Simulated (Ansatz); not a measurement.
**U-revPBE/def2-SVPD run of AlNH3O (SMILES [NH2][Al][OH])**

What is the energy change on altering one bond length of AlNH3O at U-revPBE/def2-SVPD? 

Program for the calculation: Ansatz 0.2.0.

60 further runs of the same task are left out: 60 set aside as unsound or not needed. Runs told in other sessions of the task aren't counted.

## Step 1: The system as given

AlNH3O has 6 atoms, charge 0, and is taken as a doublet. As SMILES, `[NH2][Al][OH]`. The shape is that of a PBE0-D4/def2-TZVP optimisation. This is one conformer, not always the lowest.

Bond lengths: N1–Al2 1.769 Å, Al2–O3 1.705 Å, N1–H4 1.009 Å, N1–H5 1.006 Å, O3–H6 0.956 Å. Angles: N1–Al2–O3 116.1°, Al2–N1–H4 124.1°, Al2–N1–H5 125.0°, Al2–O3–H6 122.8°, H4–N1–H5 110.9°.

## Step 2: A single-point energy at U-revPBE/def2-SVPD

input.yaml reads:

```yaml
crystal:
  periodic: [false, false, false]
  atoms:
    - {symbol: N, position_ang: [-0.923900, 0.240200, -0.760800]}
    - {symbol: Al, position_ang: [0.595200, 0.601300, 0.070700]}
    - {symbol: O, position_ang: [1.194100, -0.618500, 1.101200]}
    - {symbol: H, position_ang: [-1.434300, -0.623600, -0.657200]}
    - {symbol: H, position_ang: [-1.394700, 0.861600, -1.396800]}
    - {symbol: H, position_ang: [2.005700, -0.525100, 1.596800]}
basis:
  gaussian:
    orbitals: def2-SVPD
output: {orbitals: {seedname: orbitals}}
hamiltonian:
  xc: {name: revPBE}
total_charge: 0
accuracy: high
magnetization:
  spin_polarized: true
  initial_magnetization: 1
```

Launch:

```bash
$ ansatz run input.yaml --threads 1 --pin off --max-ram 2610MiB --events-out events.jsonl --progress --plain --runs-dir runs
```

Output:

```text
Warning: RAYON_NUM_THREADS=1 ignored (pool sized by the plan → 1); use --threads N
Functional definition: revPBE
  name "revPBE"
  parameter kappa = 1.245
  parameter beta = 0.06672455060314922
  exchange = pbe_x(kappa = kappa, mu = beta*pi^2/3)
  correlation = pbe_c(beta = beta)
1783 factors; integrals over basis functions are off by at most 3.5e-9 eV
mean field evaluation 1: about -10161.1641 eV, gradient 6.4e1 eV
mean field evaluation 2: about -10044.1214 eV, gradient 1.5e2 eV
mean field evaluation 4: about -10174.8513 eV, gradient 2.4e1 eV
mean field evaluation 8: about -10177.1683 eV, gradient 1.2e-1 eV
mean field evaluation 16: about -10177.1684 eV, gradient 2.1e-5 eV
mean field -10177.16835318 eV, -374.0040386469 hartree, gradient 2.6e-8 eV, S^2 0.752196; 0 other end points of the search recorded, 0 dependent functions left out
reference -10177.16835854 eV, -374.0040388439 hartree; 16, 15 occupied and 75, 76 virtual orbitals, 1783 factors
Total energy: -10177.16835854 eV, -374.0040388439 hartree
```

Wall time 8.7 s (1 thread of Arm Neoverse V1, shared host); peak memory 0.27 GiB.

## Step 3: The distorted shape at the same level

run.yaml reads:

```yaml
crystal:
  periodic: [false, false, false]
  atoms:
    - symbol: "N"
      position_ang: [-0.547271, -0.256905, -0.252015]
    - symbol: Al
      position_ang: [0.971829, 0.104195, 0.579485]
    - symbol: O
      position_ang: [1.570729, -1.115605, 1.609985]
    - symbol: H
      position_ang: [-1.057671, -1.120705, -0.148415]
    - symbol: H
      position_ang: [-1.394700, 0.861600, -1.396800]
    - symbol: H
      position_ang: [2.382329, -1.022205, 2.105585]
basis:
  gaussian:
    orbitals: def2-SVPD
accuracy: high
hamiltonian:
  xc: {name: revPBE}
output: {orbitals: {seedname: orbitals}}
magnetization:
  spin_polarized: true
  initial_magnetization: 1
```

Launch:

```bash
$ ansatz run run.yaml --threads 1 --pin off --max-ram 2610MiB --events-out events.jsonl --progress --plain --runs-dir runs
```

Output (excerpt; [...] marks lines left out):

```text
Warning: RAYON_NUM_THREADS=1 ignored (pool sized by the plan → 1); use --threads N
[... 6 set-up lines as earlier in the session ...]
1808 factors; integrals over basis functions are off by at most 3.8e-9 eV
mean field evaluation 1: about -10152.0000 eV, gradient 6.8e1 eV
mean field evaluation 2: about -9985.6540 eV, gradient 1.6e2 eV
mean field evaluation 4: about -10169.3217 eV, gradient 2.1e1 eV
mean field evaluation 8: about -10173.5088 eV, gradient 8.7e-1 eV
mean field evaluation 16: about -10173.5122 eV, gradient 7.7e-3 eV
mean field evaluation 32: about -10170.1369 eV, gradient 1.3e1 eV
mean field evaluation 64: about -10171.9414 eV, gradient 2.2e0 eV
mean field -10173.51222713 eV, -373.8696784928 hartree, gradient 1.7e-8 eV, S^2 0.755096; 8 other end points of the search recorded, 0 dependent functions left out
reference -10173.51223267 eV, -373.8696786962 hartree; 16, 15 occupied and 75, 76 virtual orbitals, 1808 factors
Total energy: -10173.51223267 eV, -373.8696786962 hartree
```

Wall time 15 s (1 thread of Arm Neoverse V1, shared host); peak memory 0.29 GiB.

## Step 4: Outcome

Level: U-revPBE/def2-SVPD.

| quantity | value |
| --- | --- |
| first shape: total energy | -374.00404 Eh |
| first shape: HOMO energy (highest over α and β) | -4.70 eV |
| first shape: LUMO energy (lowest over α and β) | -2.99 eV |
| first shape: ⟨S²⟩ | 0.752 |
| distorted shape: total energy | -373.86968 Eh |
| distorted shape: HOMO energy (highest over α and β) | -4.85 eV |
| distorted shape: LUMO energy (lowest over α and β) | -3.94 eV |
| distorted shape: ⟨S²⟩ | 0.755 |
| energy change with the N1–H5 bond stretched from 1.006 to 1.811 Å | 3.656 eV |

With the N1–H5 bond stretched from 1.006 to 1.811 Å the energy rises by 3.66 eV (84 kcal/mol). The first shape isn't relaxed at this level, so the change isn't measured from a minimum.
